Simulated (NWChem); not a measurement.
**Polarisability of chloroform (CHCl$_{3}$)**

```
C
H 1 1.0935
Cl 1 1.7830 2 107.51
Cl 1 1.7831 2 107.51 3 -120.00
Cl 1 1.7831 2 107.51 3 120.00
```
Charge 0, spin multiplicity 1.

The numbers come from NWChem runs, not from measurements. All single points use one geometry, from B3LYP/def2-SVP, a minimum by its harmonic frequencies.

Basis set: 6-31G*. The field's frequency is 0.0773 Ha (589 nm). This basis has no diffuse functions, which lowers polarisabilities.

The correlated methods keep 16 core orbitals frozen. B3LYP has NWChem's definition, with VWN1-RPA local correlation. The Pople sets run with spherical d functions. No row is a measurement; the coupled-cluster row has its own basis-set and correlation limits.

For the isotropic polarisability, PBE gives 41.72 bohr³ and HF gives 38.92 bohr³. What do PBE0, B3LYP, CCSD linear response give?

PBE0: 40.44 bohr³; B3LYP: 40.58 bohr³; CCSD linear response: 39.38 bohr³.
